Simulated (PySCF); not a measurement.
## HCl, singlet in cc-pV(T+d)Z: errors against RCCSDT(Q)

Geometry: MP2(full)/6-31G*, from the G2/97 set.

```xyz
2

Cl    0.0000    0.0000    0.0000
H     0.0000    0.0000    1.2800
```

Basis cc-pV(T+d)Z; PySCF 2.14.0. Only valence electrons are correlated (noble-gas cores frozen), which leaves 8 electrons in 48 orbitals. Prefix R: restricted or restricted open-shell reference.

Full CI isn't at hand for all of this; RCCSDT(Q) serves as the reference, and is uncertain by the last step of the cluster series or more.

The T1 diagnostic (ROHF- or RHF-based CCSD) is 0.0059. The largest doubles amplitude (ROHF- or RHF-based CCSD) is 0.044.

Question: From what is known of these methods and the diagnostics, rank them by the size of their error in total energy against RCCSDT(Q) in cc-pV(T+d)Z, smallest first (an estimate: the text doesn't fix the numbers).
A. RHF
B. RCCSD(T)
C. RCCSD
D. RCCSDT
E. RMP2

Answer: D (0.8 kJ/mol), B (2.2 kJ/mol), C (23.1 kJ/mol), E (77.6 kJ/mol), A (611.3 kJ/mol).

All errors are against RCCSDT(Q) in cc-pV(T+d)Z. Within each family the higher level lies nearer, as is usual though not guaranteed.
